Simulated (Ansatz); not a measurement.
## How the smallest direct gap on the k points sampled of zinc-blende CuI moves with the method

No measured value is used here.

```csv
level (code),value (eV),cell (Å³/atom)
LDA+SOC (Ansatz),0.79,27.60
PBE+SOC (Ansatz),0.99,27.60
revPBE (Ansatz),(withheld),29.23
PBE-D3(BJ) (Ansatz),(withheld),26.60
r²SCAN-D4 (Ansatz),1.72,26.88
r²SCAN0 (Ansatz),3.64,27.60
Hartree–Fock (Ansatz),9.87,27.60
```

Problem. What belongs in the gaps?

Solution. 
- revPBE (Ansatz, a program for electronic structure), value (eV): 1.11
- PBE-D3(BJ) (Ansatz), value (eV): 1.25

Computed values are for a static lattice. Spin–orbit coupling is included only where a level's name says +SOC; with heavier elements it mostly lowers gaps and can invert bands.  Values are at the measured cell; revPBE at the level's own relaxed cell; PBE-D3(BJ) at the level's own relaxed cell; r²SCAN-D4 at the level's own equilibrium cell. Cutoffs and k meshes differ between the levels. Ansatz's density-functional and Hartree–Fock values are scalar-relativistic unless marked +SOC, with PAW data made under PBE.
